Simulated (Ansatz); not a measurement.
in.yaml

```yaml
crystal:
  periodic: [false, false, false]
  atoms:
    - {symbol: Al, position_ang: [0.000000, -0.153504, 1.308389]}
    - {symbol: Al, position_ang: [0.000000, 0.153504, -1.308389]}
    - {symbol: H, position_ang: [0.000000, 1.143898, 2.282516]}
    - {symbol: H, position_ang: [0.000000, -1.143898, -2.282516]}
basis:
  gaussian: {orbitals: 6-31G}
correlation: {method: fic_mrcisd_q, electrons: outside_noble_gas, active_space: {window: {electrons: 4, orbitals: 8}, states: [{multiplicity: 1, weights: [1, 1, 1, 0.5]}, {multiplicity: 3, weights: [1]}]}}
scf: {lower_state_search: light}
```

```sh
$ ansatz run in.yaml --threads 1 --pin off --events-out ev --progress --plain --max-ram 2393MiB
```

Output:

```
611 factors; integrals over basis functions are off by at most 1.9e-7 eV
mean field evaluation 1: about -13193.2270 eV, gradient 7.3e0 eV
mean field evaluation 2: about -13193.2295 eV, gradient 7.3e0 eV
mean field evaluation 4: about -13193.6973 eV, gradient 5.3e-1 eV
mean field evaluation 8: about -13193.7011 eV, gradient 5.0e-4 eV
mean field -13193.70112033 eV, -484.8595731604 hartree, gradient 2.0e-6 eV, S^2 0.000000; 0 other end points of the search recorded, 0 dependent functions left out; unrestricted orbitals would lower it
reference -13193.70112033 eV, -484.8595731604 hartree; 14, 14 occupied and 16, 16 virtual orbitals, 611 factors
state -13194.90588112 eV, -484.9038473028 hartree
state -13193.51349910 eV, -484.8526782073 hartree
state -13192.45467153 eV, -484.8137670119 hartree
state -13192.14034725 eV, -484.8022158075 hartree
contracted CI cycle   1: correlation 0.00000000 eV, 0.0000000000 hartree, residual 7.31e0 eV
contracted CI cycle   2: correlation -1.43374605 eV, -0.0526891957 hartree, residual 1.41e0 eV
contracted CI cycle   3: correlation -1.50645741 eV, -0.0553612886 hartree, residual 4.29e-1 eV
contracted CI cycle   4: correlation -1.51228676 eV, -0.0555755134 hartree, residual 1.11e-1 eV
contracted CI cycle   5: correlation -1.51268123 eV, -0.0555900099 hartree, residual 3.40e-2 eV
contracted CI cycle   6: correlation -1.51271631 eV, -0.0555912989 hartree, residual 1.00e-2 eV
...
state -13194.90588112 eV, -484.9038473028 hartree; corrected -13196.50465441 eV, -484.9626011373 hartree
...
state -13193.51349910 eV, -484.8526782073 hartree; corrected -13195.24618033 eV, -484.9163530682 hartree
...
state -13192.45467153 eV, -484.8137670119 hartree; corrected -13194.18908338 eV, -484.8775054716 hartree
...
contracted CI cycle   9: correlation -1.63855114 eV, -0.0602156437 hartree, residual 1.27e-3 eV
state -13192.14034725 eV, -484.8022158075 hartree; corrected -13193.91087694 eV, -484.8672815736 hartree
state -13194.23658448 eV, -484.8792511049 hartree
contracted CI cycle   1: correlation 0.00000000 eV, 0.0000000000 hartree, residual 7.27e0 eV
contracted CI cycle   2: correlation -1.44883026 eV, -0.0532435301 hartree, residual 1.40e0 eV
contracted CI cycle   3: correlation -1.52441231 eV, -0.0560211190 hartree, residual 4.29e-1 eV
contracted CI cycle   4: correlation -1.53051294 eV, -0.0562453133 hartree, residual 1.18e-1 eV
contracted CI cycle   5: correlation -1.53101464 eV, -0.0562637503 hartree, residual 4.30e-2 eV
contracted CI cycle   6: correlation -1.53108129 eV, -0.0562661997 hartree, residual 1.61e-2 eV
contracted CI cycle   7: correlation -1.53109152 eV, -0.0562665757 hartree, residual 5.42e-3 eV
contracted CI cycle   8: correlation -1.53109265 eV, -0.0562666171 hartree, residual 1.76e-3 eV
contracted CI cycle   9: correlation -1.53109277 eV, -0.0562666214 hartree, residual 5.87e-4 eV
state -13194.23658448 eV, -484.8792511049 hartree; corrected -13195.85962308 eV, -484.9388966734 hartree
Total energy: -13195.27888437 eV, -484.9175549194 hartree
```

The total printed last is the weighted mean of the 5 states, 1.226 eV above the lowest of them, and is no single state's energy.

Ran on 1 thread of Intel Xeon, shared host: 17 s wall, 0.24 GiB peak host memory.
